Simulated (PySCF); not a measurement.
**Structure from 2D NMR**

Compound of formula C6H10. Correlations simulated from computed shifts and couplings:

HSQC (one-bond C–H):
```tsv
δH	δC	1J(C,H) (Hz)
6.83	139.3	158
6.06	136.7	160
5.62	143.1	161
5.41	124.5	165
5.36	124.5	171
2.17	24.8	132
1.00	16.3	134
```

COSY cross peaks (|J| ≥ 2 Hz):
```tsv
δH	δH	abs. J (Hz)	bonds
6.83	6.06	12.4	3
6.83	5.41	18.0	3
6.83	5.36	11.5	3
6.06	5.62	12.5	3
5.62	2.17	9.6	3
5.41	5.36	2.1	2
2.17	1.00	8.4	3
```

HMBC (two and three bonds, |J| ≥ 2.5 Hz):
```tsv
δH	δC [abs. J in Hz]
6.83	143.1 [3.8], 136.7 [4.6]
6.06	139.3 [4.3], 124.5 [6.0], 24.8 [9.2]
5.62	139.3 [10.7], 24.8 [4.3], 16.3 [3.0]
5.41	136.7 [9.2]
5.36	136.7 [13.9]
2.17	143.1 [6.1], 136.7 [6.0], 16.3 [5.1]
1.00	143.1 [5.6], 24.8 [3.4]
```

Relativity neglected, one conformer, no solvent model, rapidly exchanging positions averaged. B3LYP/pcJ-1 coupling constants (without the spin–dipole term); structure optimised with PBE0-D3(BJ)/def2-SVP; NMR shieldings at PBE0/pcSseg-1/GIAO; PySCF 2.14.

References, each an isolated molecule treated in the same way: TMS for 1H (31.27 ppm), 13C (184.41 ppm).

Exchangeable hydrogens are left out of these lists, and C,H couplings along chains are those of one rotamer, so weak HMBC peaks may be missing or extra.

Question: Assemble the structure.

Answer: SMILES CC/C=C\C=C.

Atom-mapped SMILES (the numbers label the heavy atoms): `[CH2:1]=[CH:2]/[CH:3]=[CH:4]\[CH2:5][CH3:6]`. Hydrogens are named by the atom that carries them. Ha(C1) is cis to C3; Hb(C1) is trans to C3.

1. δC 143.1 is C4, an alkene CH (δH 5.62).
2. δC 139.3 is C2, an alkene CH (δH 6.83).
3. δC 136.7 is C3, an alkene CH (δH 6.06).
4. δC 124.5 is C1, a terminal =CH2 carbon (δH 5.41, 5.36).
5. δC 24.8 is C5, an allylic sp3 CH2 (δH 2.17).
6. δC 16.3 is C6, a methyl carbon (δH 1.00).
7. COSY links 6.83–6.06, 6.83–5.41, 6.83–5.36, 6.06–5.62, 5.62–2.17, 5.41–5.36.

The data come from this structure; uniqueness wasn't tested.

Unscaled 3J(H,H) at this level run about 10 % above measured values. Shifts are as computed. Against solution values, carbons near 30 ppm lie about +2 ppm off and those near 130 ppm about +5 ppm. Of 1211 compounds with measured shifts, 218 miss one by over three times the rms of a fit or turn the order of signals round; such compounds aren't used in these exercises. Couplings across =CH–CH2 type bonds come from one rotamer and its mirror image, and can be 1–2 Hz further off.
